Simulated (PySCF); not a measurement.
hydrazine cation (H4N2), SMILES NN (connectivity only; charge and spin as stated), charge +1, multiplicity 2. Atoms are numbered in the order given.

```xyz
6

N      0.0000     0.0000    -0.6525
N      0.0000     0.0000     0.6525
H      0.0000    -0.8820    -1.1506
H      0.0000     0.8820    -1.1506
H      0.0000     0.8820     1.1506
H      0.0000    -0.8820     1.1506
```
Charge +1, spin multiplicity 2.

The structure is a stationary point at ωB97X-D3(BJ)/def2-TZVP. The spin state was assumed, not searched.

Two levels are set side by side: PBE/pcH-1 (PySCF) and PBE0/pcH-1 (PySCF). Contact hyperfine couplings, same geometry. Differences are taken from unrounded values.

```tsv
quantity	PBE
A(iso) of 14N, atom N1 (MHz)	14.3
A(iso) of 14N, atom N2 (MHz)	14.3
A(iso) of 1H, atom H3 (MHz)	-38.6
A(iso) of 1H, atom H4 (MHz)	-38.6
A(iso) of 1H, atom H5 (MHz)	-38.6
A(iso) of 1H, atom H6 (MHz)	-38.6
```

Task: These are the PBE values. What does PBE0 give? (Estimate from the structure and the level; the computed values follow.)

Result: 
| quantity | PBE0 | PBE minus PBE0 |
|---|---|---|
| A(iso) of 14N, atom N1 (MHz) | 22.6 | -8.3 |
| A(iso) of 14N, atom N2 (MHz) | 22.6 | -8.3 |
| A(iso) of 1H, atom H3 (MHz) | -46.6 | 8.0 |
| A(iso) of 1H, atom H4 (MHz) | -46.6 | 8.0 |
| A(iso) of 1H, atom H5 (MHz) | -46.6 | 8.0 |
| A(iso) of 1H, atom H6 (MHz) | -46.6 | 8.0 |

Rough cost on one machine, each run with all the roots and properties that it gave: PBE0 against PBE within a factor of 2.
